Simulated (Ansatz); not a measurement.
# Na₂− (doublet): from Hartree-Fock to the top rungs at distance Na1–Na2 = 3.539 Å, aug-cc-pVTZ

The task here is to estimate one member of a computed series from the others.

Method: aug-cc-pVTZ, core rule «outside noble gas», up to 10 orbitals frozen; program: Ansatz 0.2.0, Gaussian basis.

The runs, in order: UHF; CCSD(T) on ROHF; CCSD(T) on UHF; BCCD(T) on ROHF; CCSDT on ROHF; CCSDT on UHF; CASSCF and NEVPT2, 3 electrons in 8 orbitals; Full CI.

51 further runs of the same task are left out: 22 for a known fault of the program, 25 that didn't finish, 4 set aside as unsound or not needed. Runs told in other sessions of the task aren't counted.

## The geometry

The geometry derives from a PBE0/def2-TZVPD stationary point (not a proven minimum). One bond is set to the value named and the two fragments are kept rigid.

2 atoms, charge -1, spin multiplicity 2.

Atoms are counted from 1 here; the program's logs count them from 0.

No contacts short enough for the rule that draws bonds.

Set-up of the first run:

Contents of in.yaml:

```yaml
crystal:
  periodic: [false, false, false]
  atoms:
    - {symbol: Na, position_ang: [0.000000, 0.000000, 0.000000]}
    - {symbol: Na, position_ang: [0.000000, 0.000000, 3.538800]}
basis:
  gaussian: {orbitals: aug-cc-pVTZ}
total_charge: -1
magnetization: {spin_polarized: true, initial_magnetization: 1}
hamiltonian: {xc: hf}
output: {orbitals: {seedname: orbitals}}
```

On the command line:

```
$ ansatz run in.yaml --threads 1 --pin off --events-out ev --progress --plain --max-ram 2393MiB
```

Among the steps run: UHF; CCSD(T) on ROHF; CCSD(T) on UHF; BCCD(T) on ROHF; CCSDT on ROHF; CCSDT on UHF; CASSCF and NEVPT2, 3 electrons in 8 orbitals; Full CI.

One of the session's tables, all rows but one given; the rest of the session is left out.

| method | from FCI (meV) |
| --- | --- |
| ROHF | +1018.7 |
| UHF | +768.0 |
| RMP2 | +314.3 |
| UMP2 | ? |
| RCCSD | +55.7 |
| UCCSD | +36.5 |
| RCCSD(T) | +15.0 |
| UCCSD(T) | +15.8 |
| BCCD(T) | +16.2 |
| RCCSDT | 0.0 |
| UCCSDT | +0.1 |
| CASSCF valence | +130.0 |
| NEVPT2 valence | +49.6 |
| FCI | 0 |

Estimate the missing values for UMP2.

**Answer.** from FCI (meV): +400.8. In the column «from FCI (meV)» it lies between RMP2 (+314.3) and UHF (+768.0).

The ROHF row is the lowest such solution found; the determinant under the restricted MP2 and coupled-cluster rows lies 0.03 eV higher.

Caveats from the session: Levels on UHF freeze UHF's core orbitals, full CI those of ROHF, so the U rows can settle a little off it for that reason alone. Restricted and unrestricted rows rest on different reference determinants; a gap between their highest levels can come from leftover correlation error, from unlike frozen cores or from another state.
